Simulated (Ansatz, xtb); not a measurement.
C3HF3: which of two isomers lies lower

Structure X: `FC=C=C(F)F`, a singlet. Structure Y: `FC1=CC1(F)F`, a singlet. Both are isolated molecules in the gas phase, relaxed with B3LYP/6-31G*.

**Question.** Estimate which is lower in electronic energy at CCSD(T)/def2-SVP + ΔMP2/def2-TZVPP, and by roughly how much.

**Answer.** The CCSD(T)/def2-SVP + ΔMP2/def2-TZVPP calculation puts structure X lower, by 40.1 kJ/mol.

The same difference at several levels:

| level | geometry | E(Y) − E(X) (kJ/mol) | departure from the last row (kJ/mol) | job, with rough time for the two |
| --- | --- | --- | --- | --- |
| GFN2-xTB | GFN2-xTB | +53.8 | +13.7 | optimisation, 0.78 s |
| HF/STO-3G | GFN2-xTB | +20.6 | −19.5 | single point, 1.5 s |
| r2SCAN-D4/def2-SVP | GFN2-xTB | +36.6 | −3.5 | single point, 11 s |
| B3LYP/6-31G* | B3LYP/6-31G* | +46.2 | +6.1 | optimisation, 100 s |
| HF/def2-SVP | B3LYP/6-31G* | +36.2 | −3.9 | part of the CCSD(T) run |
| MP2/def2-SVP | B3LYP/6-31G* | +20.0 | −20.1 | part of the CCSD(T) run |
| CCSD(T)/def2-SVP | B3LYP/6-31G* | +34.1 | −5.9 | single point |
| CCSD(T)/def2-SVP + ΔMP2/def2-TZVPP | B3LYP/6-31G* | +40.1 |  | single point, 99 s |

As drawn, Y has 2 C–C in place of 1 C=C. Structure X has no ring, Y a 3-membered ring.

The levels shown agree on the order. The largest departure from CCSD(T)/def2-SVP + ΔMP2/def2-TZVPP is that of MP2/def2-SVP, 20.1 kJ/mol. The last row adds to CCSD(T) the change of the MP2 difference between the two basis sets, here +5.9 kJ/mol.

With harmonic frequencies from B3LYP/6-31G* (ideal gas, rigid rotor, one conformer each, 298.15 K, 1 atm): the zero-point term adds −1.1 kJ/mol; ΔH is +37.5 and ΔG +42.1 kJ/mol.

The correlated steps freeze 6 core orbitals. Codes used: Ansatz 0.2.0, xtb 6.7.1; the last row on 1 thread of AMD EPYC (Zen 3) on a shared host.
